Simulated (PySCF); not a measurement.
Geometry (Å), atoms numbered from 1 in this order:
```xyz
12

C     2.1712   -0.2539   -0.0839
N     0.8306   -0.2910    0.4265
C    -0.1310   -0.2156   -0.3844
C    -1.5573   -0.2704    0.1011
C    -2.3470    0.8628   -0.3683
N    -2.9564    1.7658   -0.7580
H     2.7038   -1.1660    0.2291
H     2.2359   -0.1619   -1.1859
H     2.7086    0.5909    0.3754
H     0.0109   -0.1181   -1.4806
H    -2.0400   -1.1955   -0.2598
H    -1.5524   -0.2983    1.2008
```

Geometry: PBE0-D3(BJ)/def2-SVP; GIAO shifts from PySCF 2.14, gas phase, non-relativistic, averaged over equivalent atoms.

At PBE0/6-31G (66 basis functions, 4.9 s wall time on 1 thread of an Arm Neoverse V1, shared host):
```json
{"atoms": "C3", "δ (ppm)": "149.4"}
{"atoms": "C5", "δ (ppm)": "114.3"}
{"atoms": "C1", "δ (ppm)": "48.8"}
{"atoms": "C4", "δ (ppm)": "27.3"}
{"atoms": "N2", "δ (ppm)": "359.5"}
{"atoms": "N6", "δ (ppm)": "269.3"}
{"atoms": "H10", "δ (ppm)": "8.23"}
{"atoms": "H7/H8/H9", "δ (ppm)": "3.84"}
{"atoms": "H11/H12", "δ (ppm)": "3.27"}
```

Shifts are taken against calculated references (same method and geometry level): ¹³C (σ = 199.54 ppm), ¹H (σ = 32.61 ppm) against TMS; ¹⁵N (σ = 260.69 ppm) vs NH3.

What do these become at PBE0/6-311+G(2d,p)?

Results:


```
   atoms  δ at PBE0/6-311+G(2d,p)  change
      C3                    157.7    +8.3
      C5                    119.2    +4.9
      C1                     49.3    +0.5
      C4                     26.4    -0.9
      N2                    373.4   +13.9
      N6                    294.2   +24.9
     H10                     7.81   -0.42
H7/H8/H9                     3.43   -0.41
 H11/H12                     3.12   -0.15
```

Scale: TMS for ¹³C (σ = 186.44 ppm), ¹H (σ = 31.51 ppm); ¹⁵N (σ = 261.88 ppm) against NH3 (reference shieldings calculated alike).

The largest change is at N6 (nitrile nitrogen). Cost: 198 basis functions, 18 s wall time on 1 thread of an Arm Neoverse V1, shared host. The order of the carbon signals is the same at both levels.

Experimental scales use liquid or dissolved standards, which lie at an offset from isolated NH3 (liquid NH3: subtract about 20 ppm). Unscaled 15N shifts of sp2 nitrogen come out 20 to 40 ppm too high even then.
